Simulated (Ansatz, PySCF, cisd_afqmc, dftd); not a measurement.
Species: NaCl, charge 0, singlet. NaCl (SMILES [Na][Cl]).
B3LYP-D3(BJ)/def2-TZVP minimum from Ansatz (a first-principles code):
```
Na
Cl 1 2.3632
```

Property: enthalpy of formation at 298 K (by atomisation, with ideal-gas terms from PySCF's Hessian at B3LYP-D3(BJ)/def2-TZVP and the atoms' measured values of the G2/97 table; no spin-orbit terms), in kJ/mol. Open shells are spin-unrestricted; no spin-orbit coupling. Cores are frozen in correlated methods. No relativity. AFQMC/CISD: phaseless, guided by CISD from CCSD amplitudes; bars are statistical, one sigma. Outlying blocks are dropped, and bars are widened where a walk drifts. Over all cases where full CI ran beside it in this data, AFQMC minus full CI had a median of +0.1 mEh and passed +0.4 mEh in a tenth of the cases. CBS(X,Y): correlation extrapolated as X^-3, Hartree-Fock from the larger set. A bracket is a step between two methods taken in the basis named. Full CI freezes restricted core orbitals, also for open shells; the composite that ends in it estimates full CI at the basis-set limit. For partners of very few electrons the exact lower level stands in for a higher one.

Measured: -43.6 kcal/mol, -182.4 kJ/mol (G2/97 table in ASE (Curtiss et al.)); atomic spin-orbit terms, which the calculations lack, would raise the computed values.

| level | program | enthalpy of formation at 298 K (kJ/mol) | error against that value |
|---|---|---|---|
| B3LYP-D3(BJ)/def2-TZVPD | Ansatz + dftd3 | -164.8 | 17.6 |
| B3LYP/def2-TZVPD | Ansatz | -160.5 | 21.9 |
| r2SCANh/def2-TZVPD | Ansatz | -176.2 | 6.2 |
| CAM-B3LYP-D4/def2-TZVPD | Ansatz + dftd4 | -167.2 | 15.2 |
| MP2/CBS(def2-TZVPP,def2-QZVPP) | Ansatz | -198.9 | -16.5 |
| CCSD(T)/def2-QZVPP | Ansatz | -178.7 | 3.7 |
| CCSD(T)/CBS(def2-TZVPP,def2-QZVPP) | Ansatz | -189.9 | -7.5 |
| CCSDT(Q)/def2-TZVPP | Ansatz | -161.9 | 20.5 |
| AFQMC/CISD/def2-SVP | cisd_afqmc | -129.2 ± 0.5 | 53.2 |
| AFQMC/CISD/def2-QZVPP | cisd_afqmc | -182.1 ± 1.1 | 0.3 |
| CCSD(T)/CBS(def2-TZVPP,def2-QZVPP) + [AFQMC/CISD - CCSD(T)]/def2-SVP | Ansatz + cisd_afqmc | -191.0 ± 0.5 | -8.6 |
| CCSD(T)/CBS(def2-TZVPP,def2-QZVPP) + [CCSDT(Q) - CCSD(T)]/def2-QZVPP + [FCI - CCSDT(Q)]/def2-SVP | Ansatz | -189.7 | -7.3 |
